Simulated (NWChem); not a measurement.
Molecule: hydrogen peroxide (H$_{2}$O$_{2}$); SMILES OO

```xyz
4

O      0.0456    -0.7264    -0.1259
O     -0.0456     0.7264    -0.1259
H     -0.7618    -0.9416     0.3740
H      0.7618     0.9416     0.3740
```
Atoms are numbered in this order, from 1.

Computed with NWChem. Pople sets run with spherical d functions. The geometry was optimised at B3LYP/6-31G* (spherical d). Level: B3LYP/6-31G* with SMD (1 M gas to 1 M solution), gas-phase geometry.

For solvent acetone:

```yaml
solvation free energy (kcal/mol): -7.6
cavity-dispersion-structure term (kcal/mol): -3.1
dipole in solution (D): 1.98
```

Task: Estimate the same quantities for solvent methanol.

Result: 
* **solvation free energy (kcal/mol)**: -10.0
* **cavity-dispersion-structure term (kcal/mol)**: 0.4
* **dipole in solution (D)**: 2.16
